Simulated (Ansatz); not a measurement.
## Grey tin (α-Sn)

The numbers are results of PBEsol (plane waves, PAW; Ansatz, a quantum-chemistry and plane-wave program), not measurements.

Settings: plane-wave cutoff 520 eV, 20×20×20 k mesh, Fermi–Dirac smearing 0.05 eV, scalar-relativistic PAW data made under PBE.

Cell (relaxed at this level):

```cif
data_Sn8
_chemical_formula_sum 'Sn8'
_space_group_name_H-M_alt 'Fd-3m :1'
_space_group_IT_number 227
_space_group_name_Hall 'F 4d 2 3 -1d'
_cell_length_a 6.53859
_cell_length_b 6.53859
_cell_length_c 6.53859
_cell_angle_alpha 90.000
_cell_angle_beta 90.000
_cell_angle_gamma 90.000
loop_
_atom_site_label
_atom_site_type_symbol
_atom_site_symmetry_multiplicity
_atom_site_Wyckoff_symbol
_atom_site_fract_x
_atom_site_fract_y
_atom_site_fract_z
_atom_site_occupancy
Sn1 Sn 8 a 0.00000 0.00000 0.00000 1
```
(The calculation used a cell of 2 atoms; values per cell refer to that cell.)

```
Item                                              Value
---------------------------------------------  --------
elastic constant C11                           62.3 GPa
elastic constant C12                           31.4 GPa
elastic constant C44                           28.0 GPa
Voigt–Reuss–Hill bulk modulus                  41.7 GPa
Voigt–Reuss–Hill shear modulus (Hill average)  22.0 GPa
```

Measured, for comparison: elastic constant C11 69 GPa, elastic constant C12 29.3 GPa, elastic constant C44 36.2 GPa (low temperature, zero-point motion not removed; as tabulated in Tanner et al. (2021), arXiv:2110.11888). Computed (rounded) less measured: elastic constant C11 -10 %, elastic constant C12 +7 %, elastic constant C44 -23 %.

Note: the solid has no gap at this level, which affects its response.

Elastic constants are with the ions relaxed.

Spin–orbit coupling is not included.
